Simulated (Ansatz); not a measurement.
# AlBeH+ (doublet): from Hartree-Fock to the top rungs, cc-pVDZ

How much of the correlation energy of AlBeH+ (doublet) does each wave-function method recover here?

Computed with Ansatz 0.2.0, Gaussian basis. Level: cc-pVDZ, core rule «outside noble gas», up to 6 orbitals frozen.

To be run: UHF; CCSD(T) on ROHF; CCSD(T) on UHF; BCCD(T) on ROHF; CISD; CCSDT(Q) on ROHF; CCSDT(Q) on UHF; Full CI.

15 further runs of the same task are left out: 5 for a known fault of the program, 5 that didn't finish, 5 set aside as unsound or not needed.

## 1. What is computed

The geometry is a PBE0/def2-TZVP stationary point (not a proven minimum) of the parent state, kept for this charge and spin.

3 atoms, charge 1, spin multiplicity 2.

Atoms are counted from 1 here; the program's logs count them from 0.

Bond lengths: Al1–H3 1.893 Å, Be2–H3 1.588 Å. Angles: Al1–H3–Be2 83.2°.

## 2. UHF

The input, in.yaml:

```yaml
crystal:
  periodic: [false, false, false]
  atoms:
    - {symbol: Al, position_ang: [0.000000, 0.004393, -0.604351]}
    - {symbol: Be, position_ang: [0.000000, -0.146981, 1.712516]}
    - {symbol: H, position_ang: [0.000000, 1.196574, 0.865926]}
basis:
  gaussian: {orbitals: cc-pVDZ}
total_charge: 1
magnetization: {spin_polarized: true, initial_magnetization: 1}
hamiltonian: {xc: hf}
output: {orbitals: {seedname: orbitals}}
```

Command:

```
$ ansatz run in.yaml --threads 1 --pin off --events-out ev --progress --plain --max-ram 2393MiB
```

The runs that follow: CCSD(T) on ROHF; CCSD(T) on UHF; BCCD(T) on ROHF; CISD; CCSDT(Q) on ROHF; CCSDT(Q) on UHF; Full CI.

**Question.** What will the summary of the whole plan be? Wanted: FCI below the RHF energy; RMP2 from FCI; UMP2 from FCI; RCCSD from FCI; RCCSD(T) from FCI; UCCSD(T) from FCI; RCCSDT(Q) from FCI; UCCSDT(Q) from FCI; T1 diagnostic.

The runs gave:

| quantity | value |
| --- | --- |
| FCI below the RHF energy | -2.5789 eV |
| RMP2 from FCI | +789.8 meV |
| UMP2 from FCI | +837.2 meV |
| RCCSD from FCI | +102.5 meV |
| RCCSD(T) from FCI | +30.9 meV |
| UCCSD(T) from FCI | +31.9 meV |
| RCCSDT(Q) from FCI | +0.7 meV |
| UCCSDT(Q) from FCI | +0.6 meV |
| levels within 1 kcal/mol (43 meV) | RCCSD(T), UCCSD(T), BCCD(T), RCCSDT, UCCSDT, RCCSDT(Q), UCCSDT(Q) |
| T1 diagnostic | 0.033 |
| effectively unpaired electrons | 1.11 |

What this shows: RCCSD(T) misses by +30.9 meV, 1.2 % of the correlation energy. One determinant dominates. These misses are within one basis, not against nature; the frozen cores of restricted and unrestricted runs differ, which can shift their rows.
